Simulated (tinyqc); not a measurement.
Inside a calculation. Method: G0W0 on RHF in the sto-3g basis, for H2O, spin multiplicity 1. One step of it, computed by the program tinyqc.

Problem. Iteration 1: diagonalisation and new density. Diagonalise F' = X^T F X, C = X C', fill 5 alpha and 5 beta electrons from the bottom; D = 2 C_occ C_occ^T. Each column has its largest component positive (the first on a tie).

Fock matrix F (hartree), order 1O 1s, 1O 2s, 1O 2px, 1O 2py, 1O 2pz, 2H 1s, 3H 1s:
$$\begin{pmatrix}
-19.855427 & -5.103960 & 0.000000 & -0.002340 & -0.032739 & -1.238098 & -1.048548 \\
-5.103960 & -2.210454 & 0.000000 & -0.013086 & -0.167035 & -1.020751 & -0.914882 \\
0.000000 & 0.000000 & -0.187567 & 0.000000 & 0.000000 & 0.000000 & 0.000000 \\
-0.002340 & -0.013086 & 0.000000 & -0.253275 & -0.008720 & -0.365788 & 0.349254 \\
-0.032739 & -0.167035 & 0.000000 & -0.008720 & -0.256224 & -0.342584 & -0.322414 \\
-1.238098 & -1.020751 & 0.000000 & -0.365788 & -0.342584 & -0.557823 & -0.401045 \\
-1.048548 & -0.914882 & 0.000000 & 0.349254 & -0.322414 & -0.401045 & -0.474783
\end{pmatrix}$$

X, order 1O 1s, 1O 2s, 1O 2px, 1O 2py, 1O 2pz, 2H 1s, 3H 1s:
$$\begin{pmatrix}
-0.292251 & 0.098260 & 0.755588 & 0.000000 & -0.617834 & -0.004016 & 0.150196 \\
1.135269 & -0.287738 & -0.302603 & 0.000000 & -0.306497 & -0.009946 & 0.418569 \\
0.000000 & 0.000000 & 0.000000 & 1.000000 & 0.000000 & 0.000000 & 0.000000 \\
0.277789 & 0.872270 & -0.002506 & 0.000000 & 0.013405 & 0.697404 & 0.017324 \\
0.536292 & -0.141169 & 0.648905 & 0.000000 & 0.636332 & -0.013157 & 0.199055 \\
-0.991205 & -0.631709 & -0.149157 & 0.000000 & 0.123597 & 0.347754 & 0.390081 \\
-0.432594 & 1.011054 & -0.159979 & 0.000000 & 0.127325 & -0.388674 & 0.361095
\end{pmatrix}$$

Give: F' = X^T F X; orbital energies; coefficients C; D after iteration 1.

Solution.

F' = X^T F X (hartree):
$$\begin{pmatrix}
0.4091 & 0.1805 & 1.3617 & 0.0000 & -1.0905 & 0.0295 & 0.1960 \\
0.1805 & 0.6728 & -0.5793 & 0.0000 & 0.5084 & 0.0985 & -0.1273 \\
1.3617 & -0.5793 & -8.8371 & 0.0000 & 8.8431 & 0.0657 & -3.7200 \\
0.0000 & 0.0000 & 0.0000 & -0.1876 & 0.0000 & 0.0000 & 0.0000 \\
-1.0905 & 0.5084 & 8.8431 & 0.0000 & -9.3649 & -0.0741 & 3.9635 \\
0.0295 & 0.0985 & 0.0657 & 0.0000 & -0.0741 & -0.5214 & 0.0284 \\
0.1960 & -0.1273 & -3.7200 & 0.0000 & 3.9635 & 0.0284 & -2.7458
\end{pmatrix}$$

orbital energies (hartree): MO1 -19.8659, MO2 -1.1059, MO3 -0.5290, MO4 -0.2790, MO5 -0.1876, MO6 0.6127, MO7 0.7798

coefficients C, order 1O 1s, 1O 2s, 1O 2px, 1O 2py, 1O 2pz, 2H 1s, 3H 1s:
$$\begin{pmatrix}
0.9936 & -0.2147 & 0.0056 & 0.1167 & 0.0000 & 0.1424 & 0.0550 \\
0.0289 & 0.7268 & -0.0332 & -0.5489 & 0.0000 & -0.8747 & -0.3688 \\
0.0000 & 0.0000 & 0.0000 & 0.0000 & 1.0000 & 0.0000 & 0.0000 \\
0.0006 & 0.0119 & 0.6232 & -0.0019 & 0.0000 & 0.3045 & -0.9185 \\
0.0050 & 0.1685 & 0.0024 & 0.8097 & 0.0000 & -0.6554 & -0.2446 \\
-0.0072 & 0.2444 & 0.4243 & 0.1968 & 0.0000 & 0.4953 & 1.0809 \\
-0.0061 & 0.2140 & -0.4467 & 0.2057 & 0.0000 & 0.9892 & -0.5161
\end{pmatrix}$$

D after iteration 1, order 1O 1s, 1O 2s, 1O 2px, 1O 2py, 1O 2pz, 2H 1s, 3H 1s:
$$\begin{pmatrix}
2.0939 & -0.3832 & 0.0000 & 0.0026 & 0.1266 & -0.0685 & -0.0610 \\
-0.3832 & 1.6629 & 0.0000 & -0.0220 & -0.6438 & 0.1107 & 0.1145 \\
0.0000 & 0.0000 & 2.0000 & 0.0000 & 0.0000 & 0.0000 & 0.0000 \\
0.0026 & -0.0220 & 0.0000 & 0.7770 & 0.0039 & 0.5338 & -0.5525 \\
0.1266 & -0.6438 & 0.0000 & 0.0039 & 1.3680 & 0.4030 & 0.4031 \\
-0.0685 & 0.1107 & 0.0000 & 0.5338 & 0.4030 & 0.5570 & -0.1934 \\
-0.0610 & 0.1145 & 0.0000 & -0.5525 & 0.4031 & -0.1934 & 0.5754
\end{pmatrix}$$
